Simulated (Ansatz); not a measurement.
HAlB, quartet: the ladder up to full CI

Geometry: a point of a bend scan, not a stationary point.

```yaml
atoms:
  - { symbol: B, position_ang: [0.9928, 0.0000, 0.9800] }
  - { symbol: Al, position_ang: [-0.4250, 0.0000, -0.3398] }
  - { symbol: H, position_ang: [0.7293, 0.0000, -1.4143] }
```

Basis 6-31G; Ansatz 0.2.0. Correlated methods freeze the noble-gas cores, which leaves 7 electrons in 18 orbitals. R marks a restricted (for open shells ROHF) determinant, U an unrestricted one. Active spaces: pair = (5e, 5o) about the gap; valence = (7e, 9o) chosen from the atoms' valence shells.

Full CI is exact within this basis and frozen core; it isn't the basis-set limit. The frozen core follows each run's orbitals, which can shift R against U totals by a few meV.

For open shells CISD is restricted-active-space CI with the open shells as a complete middle space.

The UHF ⟨S²⟩ is 3.760 and the T1 diagnostic (RCCSD) is 0.0495. The largest doubles amplitude (RCCSD) is 0.064 and the T1 diagnostic (UCCSD) is 0.0429.

| level | E − E(full CI) (mEh) | share of correlation (%) | wall time |
| --- | --- | --- | --- |
| RHF | 78.72 | 0.00 | – |
| UHF | 77.12 | 2.04 | – |
| RMP2 | 29.22 | 62.88 | – |
| UMP2 | 28.42 | 63.90 | – |
| CISD | 6.12 | 92.23 | 0.75 s |
| RCCSD | 3.63 | 95.39 | – |
| UCCSD | 3.55 | 95.49 | – |
| RCCSD(T) | 1.26 | 98.40 | 1.3 s |
| UCCSD(T) | 1.23 | 98.44 | 1.2 s |
| BCCD(T) | 1.25 | 98.41 | 1.1 s |
| RCCSDT | 0.15 | 99.82 | – |
| UCCSDT | 0.13 | 99.84 | – |
| RCCSDT(Q) | 0.04 | 99.95 | 3.4 s |
| UCCSDT(Q) | 0.01 | 99.98 | 3.3 s |
| RCCSDTQ | 0.00 | 99.99 | 23 s |
| UCCSDTQ | -0.01 | 100.01 | 23 s |
| CASSCF (pair space) | 62.48 | 20.63 | – |
| NEVPT2 (pair space) | 25.86 | 67.14 | 0.69 s |
| MRCISD (pair space) | 5.44 | 93.09 | – |
| MRCISD+Q (pair space) | 0.86 | 98.91 | 1.1 s |
| CASSCF (valence space) | 20.92 | 73.43 | – |
| NEVPT2 (valence space) | 6.45 | 91.80 | 3.1 s |
| MRCISD (valence space) | 0.65 | 99.17 | – |
| MRCISD+Q (valence space) | 0.28 | 99.64 | 5.5 s |

The correlation energy at full CI, counted from RHF, is -2.142 eV. That run took 12 s on 1 thread of Arm Neoverse N1, shared host over 658,896 determinants.

Times hold each run's SCF and search for its determinant on a shared host, so for small cases they say little of a method's own cost; they ran on 1 thread of Arm Neoverse N1.

The full-CI state has the irrep A'' of Cs, in the program's axes.

Natural occupations of full CI about the gap: 1.955 1.917 0.995 0.987 0.977 0.061 0.038 0.027 0.018 0.007; effectively unpaired electrons, Σ n²(2−n)², 3.06.
